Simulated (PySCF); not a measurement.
Species: cis-1,2-difluoroethene, C₂H₂F₂.
SMILES: `F/C=C\F`

Linear response at PBE0/aug-cc-pVTZ (PySCF, frozen core in the response, non-relativistic). Isolated species at its PBE0-D3(BJ)/def2-TZVP geometry, gas phase.

Static isotropic polarisability: 28.30 au (4.19 Å³), principal values 21.7, 27.1, 36.0 au.

Problem. What is the polarisability at 1064 nm and at the sodium D line?

Solution. 28.53 au at 1064 nm (+0.8 %), 29.09 au at 589.3 nm (+2.8 %). The rise at 589.3 nm is 3.39 times that at 1064 nm; a pure ω² law gives 3.26. The lowest singlet lies at 198 nm, shorter than both wavelengths.

Problem. What is the isotropic C6 coefficient between two such molecules, C6 = (3/π)∫α(iω)² dω?

Solution. 372.1 au (Eh·bohr⁶) by a ten-point quadrature over imaginary frequencies, which is 222 eV·Å⁶ or 21.5 J·nm⁶/mol.

Problem. Which effective excitation energy ω̄ makes London's formula C6 = (3/4)α²ω̄ exact here?

Solution. ω̄ = 4·C6/(3α²) = 0.620 Eh = 16.9 eV. A one-pole form α(ω) = α/(1 − ω²/ω̄²) fitted to the 1064 nm value gives 12.8 eV.

Problem. What molar refraction at the D line follows from R = (4π/3)·N_A·α′, with α′ the polarisability volume?

Solution. α′ = 4.31 Å³ gives R = 10.88 cm³/mol, for isolated, non-vibrating species.

Problem. How anisotropic is the static polarisability, by Δα² = ½[(α1 − α2)² + (α2 − α3)² + (α3 − α1)²]?

Solution. Δα = 12.5 au, or 0.44 of the isotropic value.

Problem. What does −C6/R⁶ come to at R = 8 Å between centres?

Solution. -82 J/mol. This is the leading, orientation-averaged term; C8 and higher terms are left out.

Problem. The lowest 10 singlets have (eV, f): 6.26, 0.026; 6.92, 0.003; 7.31, 0.000; 7.65, 0.296; 7.87, 0.013; 8.33, 0.010; 8.39, 0.000; 8.82, 0.042; 9.08, 0.000; 9.24, 0.055. What share of the static polarisability do they carry in the sum over states α = Σ f/ω²?

Solution. 5.42 au, 19.2 % of α; the largest term, 3.75 au, is that of the state at 7.65 eV. Their oscillator strengths add up to 0.44. Higher states carry the rest.
